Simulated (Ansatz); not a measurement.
# SiH₅F: molecular dynamics

Aim: follow the atoms for 30 steps of 0.75 fs at constant energy, with velocities drawn for 100 K, and see to which side of the barrier the system falls.

Computed with Ansatz 0.2.0, Gaussian basis. Level: PBE0-D4/def2-SVP.

## (1) Where the work starts

The start, a first-order saddle point found at PBE0-D4 in triple zeta: 7 atoms, charge 0, spin multiplicity 1.

Atoms are counted from 1 here; the program's logs count them from 0.

Bond lengths: Si1–H2 1.696 Å, Si1–H3 1.498 Å, Si1–H4 1.477 Å, Si1–H5 1.477 Å. Angles: H2–Si1–H3 83.0°, H2–Si1–H4 117.6°, H2–Si1–H5 118.3°, H3–Si1–H4 104.2°, H3–Si1–H5 104.1°, H4–Si1–H5 119.3°.

Geometry (Å):

```xyz
7

Si   -0.32647    0.32390   -0.06225
H     0.59192   -0.89418   -0.80346
H    -0.89766    0.47698   -1.43833
H    -1.47813   -0.09343    0.76256
H     0.31967    1.62474    0.20466
H     0.92671   -0.94154    0.10716
F     0.86387   -0.49636    1.22958
```

## (2) Dynamics

Contents of md/in.yaml:

```yaml
crystal:
  periodic: [false, false, false]
  atoms:
    - {symbol: Si, position_ang: [-0.326469, 0.323900, -0.062253]}
    - {symbol: H, position_ang: [0.591919, -0.894178, -0.803463]}
    - {symbol: H, position_ang: [-0.897663, 0.476976, -1.438330]}
    - {symbol: H, position_ang: [-1.478134, -0.093434, 0.762556]}
    - {symbol: H, position_ang: [0.319671, 1.624737, 0.204655]}
    - {symbol: H, position_ang: [0.926709, -0.941537, 0.107159]}
    - {symbol: F, position_ang: [0.863868, -0.496364, 1.229575]}
basis:
  gaussian: {orbitals: def2-SVP}
hamiltonian: {xc: pbe0, dispersion: d4}
md: {n_steps: 30, timestep: 0.75, temperature: 100, ensemble: nve, seed: 336, initial_velocities: maxwell_boltzmann}
```

The run is started by

```bash
$ ansatz run in.yaml --threads 2 --pin off --events-out ev --progress --plain --max-ram 4352MiB
```

Before running it: what results should come out? Wanted: temperature at the start; mean temperature, second half; lowest and highest potential energy, from the first frame; largest change of potential + kinetic; bonds made by distance.

The runs gave:

```
                                                 quantity              value
                                                   length  30 steps, 22.5 fs
                                 temperature at the start              100 K
                            mean temperature, second half              758 K
lowest and highest potential energy, from the first frame    -743 and 31 meV
                    largest change of potential + kinetic            1.1 meV
                                   bonds made by distance              H6–F7
```

In words: By the last frame it has moved back towards the start side of the step. The system runs downhill by 0.74 eV, and that energy turns into motion. With no thermostat the total energy should stay fixed; it holds within 1.1 meV, small beside the kinetic energy, so the time step serves. The instant temperature ranges from 53 to 1249 K, as energy passes between motion and strain.
